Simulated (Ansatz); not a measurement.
Abridged output of a molecular run in Ansatz:

```
Functional definition: HF
663 factors; integrals over basis functions are off by at most 6.7e-4 eV
mean field evaluation 1: about -13277.2086 eV, gradient 3.7e1 eV
mean field evaluation 2: about -13277.2139 eV, gradient 3.7e1 eV
mean field evaluation 4: about -13279.4441 eV, gradient 1.8e0 eV
mean field evaluation 8: about -13279.4617 eV, gradient 1.1e-1 eV
mean field -13279.46179946 eV, -488.0112199877 hartree, gradient 1.3e-6 eV, S^2 0.000000; 0 other end points of the search recorded, 0 dependent functions left out
7 core orbitals not correlated: weight in the atoms' cores, before any rotation towards them, 1.000 or more for the frozen orbitals, at most 0.000 for the correlated occupied ones
reference -13279.46179946 eV, -488.0112199877 hartree; 9, 9 occupied and 88, 88 virtual orbitals, 663 factors
second order -16.24846818 eV of doubles, -0.00000000 eV of singles
cycle   1  -16.02016483 eV  change    2.3e-1 eV  update   9.7e-2
cycle   2  -16.39789052 eV  change   -3.8e-1 eV  update   3.3e-2
cycle   3  -16.50585757 eV  change   -1.1e-1 eV  update   1.8e-2
cycle   4  -16.48629438 eV  change    2.0e-2 eV  update   3.6e-3
cycle   5  -16.48331444 eV  change    3.0e-3 eV  update   1.5e-3
cycle   6  -16.48463827 eV  change   -1.3e-3 eV  update   4.4e-4
cycle   7  -16.48442083 eV  change    2.2e-4 eV  update   1.5e-4
cycle   8  -16.48434856 eV  change    7.2e-5 eV  update   3.8e-5
cycle   9  -16.48437108 eV  change   -2.3e-5 eV  update   1.4e-5
cycle  10  -16.48437500 eV  change   -3.9e-6 eV  update   3.8e-6
perturbative correction -0.50704992 eV, -0.0186337408 hartree
Total energy: -13296.45322438 eV, -488.6356433362 hartree
```

Its atoms:

Z-matrix (Å, degrees):
```
Si
F 1 1.601
F 1 1.601 2 100.6
```

(1) Which basis set was used?
A. def2-TZVPPD
B. def2-SVP
C. def2-TZVPP
D. cc-pV(Q+d)Z

(2) Write the keys of the input that set method, charge and spin (a neutral closed shell needs none for the last two).

Results:

(1) C. It gives 104 functions.

(2) 
```yaml
correlation: {method: ccsd_t}
```
